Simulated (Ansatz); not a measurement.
# MgH₃− (singlet): from Hartree-Fock to the top rungs at scale of all distances = 1.000, 6-31++G**

Aim: climb from Hartree-Fock through coupled cluster and multireference methods for MgH₃− (singlet) at one geometry and basis, and see what each rung misses.

Program: Ansatz 0.2.0, Gaussian basis. Level of theory: 6-31++G**, core rule «outside noble gas», up to 5 orbitals frozen. These are calculated values, not measurements.

The runs, in order: UHF; CCSD(T) on RHF; BCCD(T) on RHF; CISD; CCSDT(Q) on RHF; CASSCF and MRCISD+Q, 2 electrons in 2 orbitals; CASSCF and NEVPT2, 2 electrons in 2 orbitals; Full CI.

18 further runs of the same task are left out: 8 for a known fault of the program, 9 that didn't finish, 1 set aside as unsound or not needed. Runs told in other sessions of the task aren't counted.

## 1. The geometry

The geometry derives from a PBE0/def2-TZVPD stationary point (not a proven minimum). All distances are scaled together.

4 atoms, charge -1, spin multiplicity 1.

Atoms are counted from 1 here; the program's logs count them from 0.

Bond lengths: Mg1–H2 1.809 Å, Mg1–H3 1.809 Å, Mg1–H4 1.809 Å. Angles: H2–Mg1–H3 120.0°, H2–Mg1–H4 120.0°, H3–Mg1–H4 120.0°.

## 2. UHF

in.yaml reads:

```yaml
crystal:
  periodic: [false, false, false]
  atoms:
    - {symbol: Mg, position_ang: [0.000000, 0.000000, 0.000000]}
    - {symbol: H, position_ang: [1.809295, 0.014271, 0.006300]}
    - {symbol: H, position_ang: [-0.917001, 1.559769, -0.004800]}
    - {symbol: H, position_ang: [-0.892294, -1.574040, -0.001500]}
basis:
  gaussian: {orbitals: "6-31++G**"}
total_charge: -1
magnetization: {spin_polarized: true, initial_magnetization: 0}
hamiltonian: {xc: hf}
output: {orbitals: {seedname: orbitals}}
```

Started as:

```console
> ansatz run in.yaml --threads 1 --pin off --events-out ev --progress --plain --max-ram 2393MiB
```

Further steps of the session: CCSD(T) on RHF; BCCD(T) on RHF; CISD; CCSDT(Q) on RHF; CASSCF and MRCISD+Q, 2 electrons in 2 orbitals; CASSCF and NEVPT2, 2 electrons in 2 orbitals; Full CI.

**Question.** What will the summary of the whole plan be? Wanted: FCI from the RHF energy; RMP2 from FCI; RCCSD from FCI; RCCSD(T) from FCI; RCCSDT(Q) from FCI; NEVPT2 pair from FCI; MRCISD+Q pair from FCI; T1 diagnostic; effectively unpaired electrons.

The runs gave:

```
                         quantity                                                       value
          FCI from the RHF energy                                                  -2.3135 eV
                    RMP2 from FCI                                                  +561.6 meV
                   RCCSD from FCI                                                   +31.6 meV
                RCCSD(T) from FCI                                                    +9.8 meV
               RCCSDT(Q) from FCI                                                    +0.3 meV
             NEVPT2 pair from FCI                                                  +524.8 meV
           MRCISD+Q pair from FCI                                                   -15.7 meV
levels within 1 kcal/mol (43 meV)  RCCSD, RCCSD(T), BCCD(T), RCCSDT, RCCSDT(Q), MRCISD+Q pair
                    T1 diagnostic                                                       0.012
   effectively unpaired electrons                                                        0.03
```

RCCSD(T) lands +9.8 meV from the yardstick (0.4 % of the correlation energy). MRCISD+Q pair falls below full CI: the +Q correction isn't variational, and the cores differ from full CI's. One determinant dominates. Of the multireference levels listed MRCISD+Q pair comes nearest in total energy (-15.7 meV), which doesn't show that its space is the better one. These misses are within one basis, not against nature.
